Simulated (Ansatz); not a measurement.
# H3S+ (triplet): from Hartree-Fock to the top rungs at scale of all distances = 2.364, 6-31G

Aim: climb from Hartree-Fock through coupled cluster and multireference methods for H3S+ (triplet) at one geometry and basis, and see what each rung misses.

The runs use Ansatz 0.2.0, Gaussian basis; 6-31G, core rule «outside noble gas», up to 5 orbitals frozen.

The runs, in order: UHF; CCSD(T) on ROHF; CCSD(T) on UHF; BCCD(T) on ROHF; CISD; CCSDT(Q) on UHF; CISDTQ; CCSDTQ on ROHF; CASSCF and MRCISD+Q, 4 electrons in 4 orbitals; CASSCF and NEVPT2, 4 electrons in 4 orbitals; CASSCF and MRCISD+Q, 8 electrons in 7 orbitals; CASSCF and NEVPT2, 8 electrons in 7 orbitals; Full CI; Full CI in the symmetry of the determinant.

14 further runs of the same task are left out: 1 for a known fault of the program, 11 that didn't finish, 2 set aside as unsound or not needed.

### 1 What is computed

The geometry derives from a PBE0/def2-TZVP stationary point (not a proven minimum). All distances are scaled together.

4 atoms, charge 1, spin multiplicity 3.

Atoms are counted from 1 here; the program's logs count them from 0.

No contacts short enough for the rule that draws bonds.

### 2 UHF

Input file in.yaml:

```yaml
crystal:
  periodic: [false, false, false]
  atoms:
    - {symbol: S, position_ang: [0.000000, -0.092442, 0.000000]}
    - {symbol: H, position_ang: [0.000000, 3.116641, 0.000000]}
    - {symbol: H, position_ang: [0.000000, -0.087924, 3.593580]}
    - {symbol: H, position_ang: [0.000000, -0.087924, -3.593580]}
basis:
  gaussian: {orbitals: 6-31G}
total_charge: 1
magnetization: {spin_polarized: true, initial_magnetization: 2}
hamiltonian: {xc: hf}
output: {orbitals: {seedname: orbitals}}
```

The run is started by

```bash
> ansatz run in.yaml --threads 1 --pin off --events-out ev --progress --plain --max-ram 2393MiB
```

After this run come: CCSD(T) on ROHF; CCSD(T) on UHF; BCCD(T) on ROHF; CISD; CCSDT(Q) on UHF; CISDTQ; CCSDTQ on ROHF; CASSCF and MRCISD+Q, 4 electrons in 4 orbitals; CASSCF and NEVPT2, 4 electrons in 4 orbitals; CASSCF and MRCISD+Q, 8 electrons in 7 orbitals; CASSCF and NEVPT2, 8 electrons in 7 orbitals; Full CI; Full CI in the symmetry of the determinant.

**Question.** What will the summary of the whole plan be? Wanted: FCI below the RHF energy; UMP2 from FCI; UCCSD(T) from FCI; UCCSDT(Q) from FCI; NEVPT2 valence from FCI; MRCISD+Q valence from FCI; T1 diagnostic; effectively unpaired electrons.

As calculated:

```
                         quantity                                                                 value
         FCI below the RHF energy                                                            -5.7017 eV
                    UMP2 from FCI                                                          +12.2 kJ/mol
                UCCSD(T) from FCI                                                           +2.4 kJ/mol
               UCCSDT(Q) from FCI                                                            0.0 kJ/mol
          NEVPT2 valence from FCI                                                          +10.1 kJ/mol
        MRCISD+Q valence from FCI                                                           +0.1 kJ/mol
levels within 1 kcal/mol (43 meV)  UCCSD, UCCSD(T), UCCSDT, UCCSDT(Q), MRCISD valence, MRCISD+Q valence
                    T1 diagnostic                                                                 0.166
   effectively unpaired electrons                                                                  5.75
```

UCCSD(T) lands +2.4 kJ/mol from the yardstick (0.4 % of the correlation energy). With 5.7 effectively unpaired electrons against 2 the state is strongly multireference. Coupled cluster on one determinant still stays close here. Of the multireference levels listed MRCISD+Q valence comes nearest in total energy (+0.1 kJ/mol), which doesn't show that its space is the better one. The lowest state has another symmetry than the determinant, whose own symmetry lies 2.25 eV higher, so single-reference misses include that gap. These misses are within one basis, not against nature; the frozen cores of restricted and unrestricted runs differ, which can shift their rows.
